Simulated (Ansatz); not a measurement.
A run for Ansatz (an electronic-structure program): R-wB97M-V/def2-TZVPPD on C2H4 (SMILES C=C). Files ending in .json are basis or fitting sets from the Basis Set Exchange.

Ansatz 0.2 input:
```yaml
crystal:
  periodic: [false, false, false]
  atoms:
    - {symbol: C, position_ang: [1.85776800, 0.47280300, 0.47242500]}
    - {symbol: C, position_ang: [1.85776800, -0.47280300, -0.47242500]}
    - {symbol: H, position_ang: [0.93377200, 0.87468800, 0.87406300]}
    - {symbol: H, position_ang: [2.78381800, 0.87170900, 0.87155600]}
    - {symbol: H, position_ang: [2.78381800, -0.87170900, -0.87155600]}
    - {symbol: H, position_ang: [0.93377200, -0.87468800, -0.87406300]}
basis:
  gaussian:
    orbitals: def2-TZVPPD.json
hamiltonian:
  xc: {name: wB97M-V}
scf: {lower_state_search: off}
```

**Question.** Predict the final total energy.

**Answer.** -78.5680 hartree.
